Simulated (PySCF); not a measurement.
Gas-phase reaction: 2 CH2Cl2 = 2 Cl2 + C2H4

Computed with PySCF and rigid-rotor harmonic-oscillator thermochemistry at 1 bar. 'Table' is the NASA 1993 thermochemical table (part measured, part estimated). † marks an energy on the PBE0/def2-TZVP geometry and frequencies; other levels use their own. MP2 and CCSD(T) freeze the core. 6-31G* has spherical d functions here. All species are closed-shell singlets. B3LYP is the form with VWN-RPA correlation. MP2 isn't extrapolated to the basis-set limit; its ΔH°(298 K) is 287.0 kJ in def2-SVP and 277.6 kJ in def2-TZVPP. CCSD(T) isn't extrapolated to the basis-set limit; its ΔH°(298 K) is 254.9 kJ in def2-SVP and 249.4 kJ in def2-TZVPP. The harmonic model lacks anharmonicity and excited electronic states, which grow with temperature; levels with a mode under 35 cm⁻¹ are left out.

```csv
level,"ΔH°(298 K), kJ",minus table,"ΔG°(1800 K), kJ"
table,243.3,-,18.3
B3LYP/6-31G*,269.1,25.8,43.8
B3LYP/def2-TZVP†,218.5,-24.8,-4.6
BLYP/def2-TZVP†,196.6,-46.7,-26.5
CCSD(T)/def2-TZVPP†,249.4,6.1,26.3
HF/def2-TZVP†,238.0,-5.3,14.9
M06-2X/def2-TZVP†,250.0,6.7,26.9
MP2/def2-SVP†,287.0,43.7,63.9
MP2/def2-TZVPP†,277.6,34.3,54.5
PBE/def2-SVP,260.7,17.4,36.2
PBE0/def2-TZVP,256.1,12.8,33.0
ωB97X-V/def2-TZVP†,262.6,19.3,39.5
```
